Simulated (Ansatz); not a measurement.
The same path of AlFH₂ (4 atoms, charge 0, multiplicity 1) was run 3 times with different band settings. Lost on the way: Al1–F2, Al1–H3. Made: F2–H3.

The calculation used Ansatz 0.2.0, RHF/def2-TZVP.

Relaxed end points:

```xyz
4
Properties=species:S:1:pos:R:3
Al 0.402 0.000 0.186
F 0.445 0.000 1.815
H 1.773 0.000 -0.572
H -1.008 0.000 -0.498
```

```xyz
4
Properties=species:S:1:pos:R:3
Al -0.446 0.000 -1.226
F 1.390 0.000 1.190
H 2.278 0.000 1.034
H -1.609 0.000 -0.067
```

Common settings: movable images 5; climbing image yes; optimiser quadratic models (default); start path through a guess of the saddle point; iteration limit 60; end points relaxed.

| run | spring | force threshold |
| --- | --- | --- |
| 1 | 5.0 eV/Å² | 0.05 eV/Å |
| 2 | 50.0 eV/Å² | 0.05 eV/Å |
| 3 | 5.0 eV/Å² | 0.5 eV/Å |

Task: What does each run give, and how far can it be trusted?

Result: Run 1: converged after 7 iterations, highest image 4.361 eV above the first end. Neighbouring images differ by up to 2.1 eV, so the band resolves the path poorly. A vibrational analysis at the climbing image gives one clearly imaginary mode, 1916i cm⁻¹: a first-order saddle point.
Run 2: converged after 8 iterations, highest image 4.361 eV above the first end. Neighbouring images differ by up to 2.1 eV, so the band resolves the path poorly. Another band between the same ends (5 images) ends at a top of the same energy, where a vibrational analysis finds 1 clearly imaginary mode.
Run 3: converged after 6 iterations, highest image 4.361 eV above the first end. The threshold of 0.5 eV/Å is loose, so the images may lie well off the minimum-energy path. Neighbouring images differ by up to 2.1 eV, so the band resolves the path poorly. Another band between the same ends (5 images) ends at a top of the same energy, where a vibrational analysis finds 1 clearly imaginary mode.
The orbitals stay closed-shell, which can raise the energy where a bond breaks towards radicals; this wasn't checked here.
